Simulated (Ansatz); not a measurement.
Lattice constant a of some cubic bcc solids

Method: PBE-D4 in Ansatz (plane waves, PAW). References are measured values corrected to a static lattice. The table is a random draw of 8 from 13 solids with such references.

Values in Å.

| solid | reference | PBE-D4 | error (%) |
|---|---|---|---|
| bcc Fe | 2.853 | 2.809 | -1.54 |
| bcc Rb | 5.576¶ | 5.585 | +0.16 |
| bcc W | 3.16 | 3.161 | +0.03 |
| bcc K | 5.212¶ | 5.212 | 0.00 |
| bcc Ba | 4.995¶ | 4.958 | -0.74 |
| bcc Cs | 6.039¶ | 6.068 | +0.48 |
| bcc Ta | 3.299 | 3.305 | +0.18 |
| bcc V | 3.021 | 2.978 | -1.42 |

Over these 8 solids the mean error is -0.36 %, the mean absolute error 0.57 % (median 0.33 %), and the worst case bcc Fe at -1.54 %; the value is too high in 4 of 8 cases. Over all 13, from unrounded values, the mean error is -0.45 % and the mean absolute error 0.58 % (median 0.48 %). Caveats on values not shown: the commensurate order stands in for chromium's spin-density wave, and the size of the moments varies much between levels (1); a distance lies near a switch of the dispersion term, which can move the cell (1).

All these references are brought to a static lattice.

Spin–orbit coupling is left out, also for the solids with elements from indium on (bcc W, bcc Ba, bcc Cs, bcc Ta); its size isn't shown.

¶ marks references of a special kind: bcc Rb, 5.576 Å (measured, low-temperature or extrapolated to 0 K; zero-point anharmonic expansion removed; as tabulated in Csonka et al. (2009), arXiv:0903.4037); bcc K, 5.212 Å (measured, low-temperature or extrapolated to 0 K; zero-point anharmonic expansion removed; as tabulated in Csonka et al. (2009), arXiv:0903.4037); bcc Ba, 4.995 Å (measured, low-temperature or extrapolated to 0 K; zero-point anharmonic expansion removed, our sources range from 4.995 to 5.004; as tabulated in Csonka et al. (2009), arXiv:0903.4037); bcc Cs, 6.039 Å (measured, low-temperature or extrapolated to 0 K; zero-point anharmonic expansion removed; as tabulated in Csonka et al. (2009), arXiv:0903.4037).

Differences are worked out from the printed values.

Caveats: a distance lies near a switch of the dispersion term, which can move the cell (bcc Rb, bcc K, bcc Ba). Ansatz's density-functional and Hartree–Fock values are scalar-relativistic unless marked +SOC, with PAW data made under PBE.

Ansatz's runs of these crystals have no spin polarisation, but for bcc Fe.

Density-functional runs with spin start from parallel moments for bcc Fe.

Not in this set, of the bcc solids with a reference value in our tables and a result at some level: 3 for a high-temperature or high-pressure phase. These can be a level's best or worst cases. Solids without a released value at any level aren't counted. Layered and molecular crystals are counted apart. The metals Ce to Yb are counted apart.

References as tabulated in Mejia-Rodriguez and Trickey (2018), arXiv:1807.09216; Csonka et al. (2009), arXiv:0903.4037.

Ansatz is a quantum-chemistry and plane-wave program.
